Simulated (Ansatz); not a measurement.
## HfF: from a trial structure to a relaxed crystal

The calculation used Ansatz, DFT PBE, scalar-relativistic, plane waves, PAW. Cutoff 420 eV, Γ-centred k mesh, Gaussian smearing, no spin polarisation in the final step.

HfF was placed on the zinc blende structure type (F-43m, No. 216), with Hf in place of Zn, F in place of S, at a guessed volume.

```xyz
2
Lattice="0.0000 2.5638 2.5638 2.5638 0.0000 2.5638 2.5638 2.5638 0.0000" Properties=species:S:1:pos:R:3 pbc="T T T"
Hf    0.0000    0.0000    0.0000
F     3.8457    3.8457    3.8457
```

Cell and atoms relax at zero pressure; the relaxation can't lower the symmetry of the start.

Energies over the elements count from the elements' standard structures at the same level (F₂ as a molecule), with no empirical corrections.

Problem. Which crystal results?

Solution. It keeps F-43m (No. 216). The result has the zinc blende structure. Conventional cell: a = 5.108 Å. Around Hf lie 4 F at 2.21 Å; F is coordinated by 4 Hf at 2.21 Å.

```xyz
2
Lattice="0.0000 2.5538 2.5538 2.5538 0.0000 2.5538 2.5538 2.5538 0.0000" Properties=species:S:1:pos:R:3 pbc="T T T"
Hf    0.0000    0.0000    0.0000
F     1.2769    1.2769    1.2769
```

Problem. What are its volume, energy, density and gap?

Solution. The volume per atom is 16.65 Å³. The density is 9.85 g/cm³ and the energy over the elements is -1.33 eV/atom. The gap on the 18×18×18 mesh is 0 eV (a metal).

The final run used a 18×18×18 mesh on its 2-atom cell and 0.10 eV smearing. For metals, differences of a few meV/atom aren't resolved. Spin–orbit coupling is left out. Symmetry constrained the relaxation, so the result can be a saddle point. The steps took roughly 80 core-seconds in all.

Cost: 2 runs of about 1.4 core-minutes in all, on Intel Xeon 6975P-C (Granite Rapids) (shared hosts).